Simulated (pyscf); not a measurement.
Cl–TaH(Cl)(Cl)–Cl + HF -> F–Ta(Cl)(Cl)(Cl)–Cl + H₂, a four-centre exchange (singlet surface; H–Ta, F–H broken, F–Ta, H–H formed). Optimised with ωB97X-D3(BJ)/def2-SVP in PySCF. Energies in eV from the separated reactants.

AM1 to PM7: differences of heats of formation from MOPAC, which are fitted to 298 K values and so differ in kind from electronic energies by zero-point and thermal terms. 

**Question.** Quick PM6 single points give ΔE‡ = -0.85 eV and ΔE = -3.30 eV. What does ωB97M-D3(BJ)/def2-TZVP give, and how far is the quick result from it?

**Answer.** ωB97M-D3(BJ)/def2-TZVP gives ΔE‡ = 0.12 eV and ΔE = -1.39 eV. PM6 lies 0.96 eV under it in the barrier and 1.91 eV under it in the reaction energy, so on this step it does not hold to within 0.13 eV. At PM6 this geometry lies under one side, so its ΔE‡ may be no barrier of that level. ωB97M-D3(BJ)/def2-TZVP has limits of its own. On the reactant side the descent ends in an adduct with a F–Ta contact, 0.26 eV under the separated species and 0.30 eV under the saddle at ωB97X-D3(BJ)/def2-TZVP. What is counted as formed (F–Ta) is already present as a longer contact in the reactant adduct; forming that adduct is a step of its own. At the saddle there is also a short H–Ta contact that neither side keeps. One saddle was located; it need not be the lowest between these sides. In the def2 sets elements past Kr carry core potentials, without spin-orbit coupling.
